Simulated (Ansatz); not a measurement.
Born–Oppenheimer molecular dynamics of CH$_{6}$BN (9 atoms, charge 0, multiplicity 1). It starts at the highest image of a converged band. Of that band: The profile has 2 maxima (images 4, 7) with wells between them (image 5): this band takes more than one step, which may be the mechanism or a detour left from its start path. Neighbouring images differ by up to 2.1 eV, so the band resolves the path poorly. A vibrational analysis at the climbing image gives one clearly imaginary mode, 1309i cm⁻¹: a first-order saddle point.

Theory: RKS PBE0/def2-SVP (Ansatz 0.2.0).

```yaml
ensemble: NVE (velocity Verlet)
time_step: 0.5 fs
steps_asked: 200
starting_velocities_drawn_for: 300 K
seed: 4023
```

First frame:

```xyz
9
Properties=species:S:1:pos:R:3
B 0.373 -0.260 -0.418
N 0.688 -0.104 1.065
H -0.020 0.024 1.829
H 1.530 -0.563 1.405
H 1.221 0.700 0.433
C -1.161 -0.032 -0.649
H -1.810 -0.425 0.163
H -1.304 1.067 -0.685
H -1.527 -0.408 -1.615
```

(1) What does the run give?

(2) What happens to the structure?

(3) How do temperature and energy run in time?

## Answers

(1) The run went to its last step.

- steps done: 200
- time covered: 100 fs
- mean temperature over the second half: 360 K
- spread of the potential energy over the second half: 4.7 meV per atom
- mean potential energy of the second half above the start: -6.0 meV per atom

The conserved energy stayed within 0.18 meV per atom of its start (net change 0.11 meV per atom), so the integration is sound. A run of 0.1 ps of so small a system gives no equilibrium averages. The orbitals stay closed-shell, which can raise the energy where a bond breaks towards radicals; this wasn't checked here.

(2) Between its relaxed ends the band would form N2–H5 and break B1–H5. These pairs go: N2–H5 1.15 → 0.99 Å, B1–H5 1.54 → 2.30 Å. In the last frame they stand as after the step (other bonds may differ from the relaxed reactants and products). It ends as one piece, CH6BN. Pairs count as bonded within 1.25 times the sum of covalent radii (0.12 Å more for H–H). Another seed would give other details.

(3) 
| time (fs) | T (K) | potential energy less start (eV) | conserved less start (meV/atom) |
| --- | --- | --- | --- |
| 0 | 300 | 0.000 | 0.00 |
| 8 | 204 | 0.088 | 0.16 |
| 16 | 449 | -0.134 | 0.04 |
| 24 | 435 | -0.121 | 0.12 |
| 32 | 221 | 0.072 | 0.06 |
| 40 | 275 | 0.023 | 0.05 |
| 48 | 336 | -0.031 | 0.11 |
| 56 | 333 | -0.029 | 0.10 |
| 64 | 363 | -0.057 | 0.05 |
| 72 | 370 | -0.062 | 0.10 |
| 80 | 313 | -0.011 | 0.09 |
| 88 | 344 | -0.039 | 0.03 |
| 96 | 444 | -0.129 | 0.09 |

Run time: 5.4 min on 1 thread of Arm Neoverse V2, on a shared host, peak memory 0.12 GiB.
